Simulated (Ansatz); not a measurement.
Species: PH₂, charge 0, doublet. PH2 (SMILES [PH2], doublet).
B3LYP-D3(BJ)/def2-TZVP minimum from Ansatz (a quantum-chemistry and plane-wave program):
```xyz
3

P      0.0052    -0.0015     0.1165
H     -0.0501     1.0329    -0.8596
H     -0.0274    -1.0099    -0.8876
```
Charge 0, spin multiplicity 2.

Total energies in aug-cc-pV(Q+d)Z, 7 correlated electrons, 5 frozen orbitals. UHF or UKS for unpaired electrons; spin-orbit terms are left out. Cores are frozen in correlated methods. No relativity.

```tsv
method	program	energy (Eh)	minus CCSDT(Q) (mEh)
HF	Ansatz	-341.89230	180.91
MP2	Ansatz	-342.04093	32.28
CCSD	Ansatz	-342.06552	7.69
CCSD(T)	Ansatz	-342.07206	1.15
CCSDT(Q)	Ansatz	-342.07321	0.00
```

Rough core times of Ansatz's runs on a shared machine: CCSD(T) 80 s, CCSDT(Q) 2 h.
